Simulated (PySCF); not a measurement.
**Working out the ionisation energy of Li**

Li [He] 2s1 (2S) → Li⁺ 1s2 (1S). Computed with PySCF 2.14 in def2-TZVPPD, with no relativity, point nucleus. Frozen: nothing. Energies in hartree (1 hartree = 27.21139 eV):

| part | Li (lower) | Li⁺ (upper) |
| --- | --- | --- |
| UHF | -7.432675 | -7.236372 |
| MP2 opposite-spin | -0.030585 | -0.029943 |
| MP2 same-spin | -0.000361 | 0.000000 |

Task: What does Hartree-Fock give?

Result: (-7.236372) − (-7.432675) = 0.196303 hartree = 5.342 eV.

Task: What do MP2 and SCS-MP2 (6/5 opposite-spin, 1/3 same-spin) give?

Result: The opposite-spin parts differ by 0.017 eV and the same-spin parts by 0.010 eV. MP2: 5.342 + (0.017) + (0.010) = 5.369 eV. SCS-MP2: 5.342 + 1.2 × (0.017) + (0.010)/3 = 5.366 eV.

Measured between the centres of the two terms (NIST): 5.392 eV, so MP2 (valence and next inner shell) is off by -0.023 eV.

What remains against the reference includes basis incompleteness and correlation beyond second order.
